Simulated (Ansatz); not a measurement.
in.yaml

```yaml
crystal:
  periodic: [false, false, false]
  atoms:
    - {symbol: Al, position_ang: [-1.161960, 0.000000, 0.000000]}
    - {symbol: H, position_ang: [-1.954884, 1.373384, 0.000000]}
    - {symbol: H, position_ang: [-1.954884, -1.373384, 0.000000]}
    - {symbol: H, position_ang: [0.743040, 0.000000, 0.000000]}
    - {symbol: O, position_ang: [2.159040, 0.000000, 0.000000]}
basis:
  gaussian: {orbitals: "6-31G*"}
magnetization: {spin_polarized: false, initial_magnetization: 2}
correlation: {active_space: {window: {electrons: 14, orbitals: 8}, states: [{multiplicity: 3, weights: [1, 0.5, 1, 1]}], root: 3}}
scf: {lower_state_search: light}
output: {forces: true}
```

```sh
$ ansatz run in.yaml --threads 1 --pin off --events-out ev --progress --plain --max-ram 2393MiB
```

Output:

```
663 factors; integrals over basis functions are off by at most 1.8e-7 eV
mean field evaluation 1: about -8642.9043 eV, gradient 5.3e1 eV
mean field evaluation 2: about -8642.9206 eV, gradient 5.3e1 eV
mean field evaluation 4: about -8648.5066 eV, gradient 3.7e1 eV
mean field evaluation 8: about -8662.4073 eV, gradient 4.8e0 eV
mean field evaluation 16: about -8662.6077 eV, gradient 8.4e-4 eV
mean field evaluation 32: about -8658.5641 eV, gradient 7.3e-7 eV
mean field evaluation 64: about -8662.6025 eV, gradient 2.8e-1 eV
mean field evaluation 96: about -8662.5900 eV, gradient 3.1e-1 eV
mean field evaluation 128: about -8662.5936 eV, gradient 1.8e0 eV
mean field evaluation 160: about -8662.6023 eV, gradient 1.8e-2 eV
mean field evaluation 192: about -8660.6119 eV, gradient 1.6e1 eV
mean field evaluation 224: about -8660.4526 eV, gradient 9.7e0 eV
mean field evaluation 256: about -8662.6052 eV, gradient 3.2e-1 eV
mean field evaluation 288: about -8662.5951 eV, gradient 1.2e0 eV
mean field -8662.60767336 eV, -318.3449602696 hartree, gradient 4.6e-6 eV, S^2 2.000000; 18 other end points of the search recorded, 0 dependent functions left out
reference -8662.60767336 eV, -318.3449602696 hartree; 13, 11 occupied and 27, 29 virtual orbitals, 663 factors
state -8662.44613317 eV, -318.3390237771 hartree
state -8662.44066647 eV, -318.3388228796 hartree
state -8661.10719552 eV, -318.2898187260 hartree
state -8656.82230793 eV, -318.1323520114 hartree
the calculation of the forces begins
Total energy: -8656.82230793 eV, -318.1323520114 hartree
Atom 0 at    -1.161960     0.000000     0.000000 Å, force    -1.744581    -0.000000    -0.000000 eV/Å
Atom 1 at    -1.954884     1.373384     0.000000 Å, force     0.572307    -0.012907     0.000000 eV/Å
Atom 2 at    -1.954884    -1.373384     0.000000 Å, force     0.572307     0.012907     0.000000 eV/Å
Atom 3 at     0.743040     0.000000     0.000000 Å, force     4.219858     0.000000    -0.000000 eV/Å
Atom 4 at     2.159040     0.000000     0.000000 Å, force    -3.619891    -0.000000     0.000000 eV/Å
Dipole moment:    -1.795458     0.000000    -0.000000 e Å
```

Natural occupations, averaged over the states: 2.0000 2.0000 2.0000 1.9995 1.7143 1.5714 1.4286 1.2863.

Before any correction even the lowest state lies above the reference determinant, by 0.16 eV, so the averaged orbitals or the space serve it badly.

Forces (eV/Å):
```
Al  -1.745  0.000  0.000
H    0.572 -0.013  0.000
H    0.572  0.013  0.000
H    4.220  0.000  0.000
O   -3.620  0.000  0.000
```

Ran on 1 thread of Arm Neoverse V1, shared host: 6 s wall, 0.17 GiB peak host memory.
